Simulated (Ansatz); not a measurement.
Steps of a relaxation of CH5AlS with RKS PBE-D4/def2-SVP.

```sh
$ ansatz run in.yaml --threads 2 --pin off --events-out ev --progress --plain --max-ram 4352MiB
```

```yaml
crystal:
  periodic: [false, false, false]
  atoms:
    - {symbol: Al, position_ang: [-0.846200, 0.629600, -0.678400]}
    - {symbol: C, position_ang: [0.634300, 0.190600, 0.490600]}
    - {symbol: S, position_ang: [0.921000, -1.591200, 0.388500]}
    - {symbol: H, position_ang: [-1.697700, -0.511500, -1.284400]}
    - {symbol: H, position_ang: [-0.685400, 1.885300, -1.719300]}
    - {symbol: H, position_ang: [0.408000, 0.497200, 1.536900]}
    - {symbol: H, position_ang: [1.567000, 0.743900, 0.154800]}
    - {symbol: H, position_ang: [-0.208800, -1.900900, 1.055400]}
basis:
  gaussian: {orbitals: def2-SVP}
hamiltonian: {xc: pbe, dispersion: d4}
relax: {f_tol: 0.03, max_steps: 200}
```

Positions (Å) and forces (eV/Å) along the path, 12 of 12 steps:

```xyz
8
step=1 energy=-18533.4296 eV
Al   -0.846    0.630   -0.678    0.652    0.612   -1.644
C     0.634    0.191    0.491    0.258    1.078    0.776
S     0.921   -1.591    0.389    0.483   -0.446   -0.168
H    -1.698   -0.511   -1.284   -0.818   -0.578    0.158
H    -0.685    1.885   -1.719   -0.171    0.062    0.440
H     0.408    0.497    1.537    0.497   -0.017    0.065
H     1.567    0.744    0.155   -0.622   -0.412    0.271
H    -0.209   -1.901    1.055   -0.280   -0.299    0.102
8
step=2 energy=-18533.7532 eV
Al   -0.752    0.600   -0.850   -0.097   -0.022   -0.308
C     0.620    0.207    0.519   -0.083    0.647    0.099
S     0.949   -1.584    0.423    0.238   -0.334   -0.018
H    -1.814   -0.553   -1.229    0.004    0.168    0.122
H    -0.700    1.977   -1.713    0.014   -0.196    0.123
H     0.443    0.525    1.570    0.075    0.019   -0.070
H     1.552    0.728    0.189   -0.071   -0.160    0.117
H    -0.206   -1.958    1.035   -0.080   -0.121   -0.066
8
step=3 energy=-18533.7963 eV
Al   -0.740    0.576   -0.871   -0.086   -0.103    0.045
C     0.619    0.231    0.537   -0.076    0.271   -0.028
S     0.996   -1.567    0.459   -0.198   -0.210    0.075
H    -1.885   -0.528   -1.155    0.110    0.150    0.087
H    -0.672    1.931   -1.739    0.037   -0.099   -0.027
H     0.442    0.567    1.580   -0.036   -0.030    0.007
H     1.560    0.734    0.222    0.005   -0.027    0.001
H    -0.227   -2.002    0.911    0.244    0.048   -0.159
8
step=4 energy=-18533.8440 eV
Al   -0.740    0.571   -0.859   -0.035   -0.141    0.080
C     0.605    0.252    0.562   -0.045    0.166    0.035
S     1.038   -1.543    0.424   -0.078    0.048   -0.082
H    -1.985   -0.439   -1.007    0.076    0.066    0.063
H    -0.576    1.813   -1.861    0.052   -0.059   -0.056
H     0.394    0.544    1.612   -0.039   -0.078    0.037
H     1.539    0.790    0.288    0.012   -0.060   -0.018
H    -0.182   -2.045    0.786    0.057    0.058   -0.059
8
step=5 energy=-18533.8947 eV
Al   -0.744    0.566   -0.838    0.000   -0.125   -0.092
C     0.592    0.283    0.594    0.007    0.128    0.196
S     1.051   -1.504    0.349   -0.081    0.213   -0.154
H    -2.048   -0.389   -0.863    0.131    0.138    0.034
H    -0.481    1.687   -1.978   -0.012   -0.213    0.100
H     0.360    0.504    1.659    0.011   -0.111   -0.075
H     1.524    0.841    0.353   -0.034   -0.062    0.000
H    -0.161   -2.044    0.669   -0.021    0.033   -0.009
8
step=6 energy=-18533.9625 eV
Al   -0.732    0.545   -0.821   -0.023   -0.118   -0.199
C     0.584    0.320    0.635   -0.003    0.092    0.341
S     1.044   -1.449    0.235   -0.139    0.325   -0.156
H    -2.094   -0.331   -0.748    0.183    0.149    0.020
H    -0.412    1.534   -2.076   -0.020   -0.273    0.235
H     0.338    0.450    1.717    0.086   -0.122   -0.285
H     1.514    0.894    0.427   -0.060   -0.068    0.033
H    -0.149   -2.018    0.575   -0.025    0.015    0.012
8
step=7 energy=-18534.0512 eV
Al   -0.719    0.504   -0.812   -0.005   -0.127   -0.137
C     0.573    0.370    0.675   -0.033    0.009    0.407
S     1.000   -1.368    0.076   -0.276    0.315    0.007
H    -2.117   -0.292   -0.645    0.153    0.133   -0.016
H    -0.328    1.366   -2.128   -0.036   -0.203    0.203
H     0.329    0.389    1.770    0.149   -0.112   -0.484
H     1.504    0.950    0.498   -0.061   -0.065    0.050
H    -0.149   -1.976    0.510    0.109    0.050   -0.030
8
step=8 energy=-18534.0800 eV
Al   -0.696    0.430   -0.808   -0.302    0.254   -0.192
C     0.560    0.422    0.715   -0.022   -0.108    0.417
S     0.948   -1.265   -0.079   -0.127   -0.077    0.293
H    -2.161   -0.207   -0.574    0.165    0.036   -0.015
H    -0.262    1.187   -2.166   -0.012   -0.107    0.174
H     0.330    0.308    1.812    0.154    0.003   -0.651
H     1.495    1.006    0.577   -0.079   -0.082    0.052
H    -0.121   -1.939    0.467    0.223    0.082   -0.077
8
step=9 energy=-18533.9717 eV rejected
Al   -0.738    0.486   -0.817    0.099    0.064   -0.144
C     0.553    0.476    0.669   -0.046   -0.621   -0.094
S     0.954   -1.225   -0.004    0.184   -0.597   -0.831
H    -2.167   -0.191   -0.576    0.009    0.027    0.043
H    -0.276    1.196   -2.172   -0.026   -0.028   -0.013
H     0.292    0.177    1.682   -0.152    0.702    0.810
H     1.541    0.963    0.607   -0.057    0.340    0.155
H    -0.067   -1.938    0.555   -0.012    0.113    0.074
8
step=10 energy=-18534.1033 eV
Al   -0.728    0.490   -0.809    0.023   -0.093   -0.011
C     0.549    0.409    0.697    0.056   -0.034   -0.025
S     0.964   -1.269   -0.071   -0.140    0.040    0.084
H    -2.167   -0.169   -0.553    0.009    0.036   -0.040
H    -0.246    1.167   -2.179   -0.040    0.006    0.067
H     0.304    0.283    1.769    0.010    0.012   -0.060
H     1.482    0.997    0.590   -0.004   -0.009    0.026
H    -0.066   -1.966    0.501    0.086    0.041   -0.041
8
step=11 energy=-18534.0962 eV rejected
Al   -0.734    0.457   -0.806    0.113    0.143   -0.074
C     0.572    0.401    0.678   -0.194    0.097    0.168
S     0.950   -1.282   -0.052    0.098   -0.112   -0.100
H    -2.180   -0.200   -0.624    0.002   -0.019    0.076
H    -0.269    1.234   -2.120   -0.001   -0.038   -0.069
H     0.311    0.310    1.748    0.062   -0.043    0.017
H     1.511    0.978    0.573   -0.035    0.023   -0.049
H    -0.070   -1.956    0.548   -0.046   -0.051    0.031
8
step=12 energy=-18534.1062 eV
Al   -0.725    0.476   -0.814   -0.007    0.002    0.005
C     0.554    0.407    0.691   -0.017    0.002    0.003
S     0.956   -1.272   -0.067   -0.013   -0.020    0.000
H    -2.172   -0.165   -0.579    0.001   -0.001   -0.001
H    -0.260    1.191   -2.165    0.006   -0.008    0.008
H     0.306    0.285    1.762    0.002    0.009   -0.005
H     1.488    0.992    0.588    0.008   -0.004    0.003
H    -0.055   -1.971    0.528    0.021    0.021   -0.015
```

It took 4.9 s on 2 threads of an AMD EPYC 9R45 on a shared host, with 0.17 GiB of host memory at the peak.
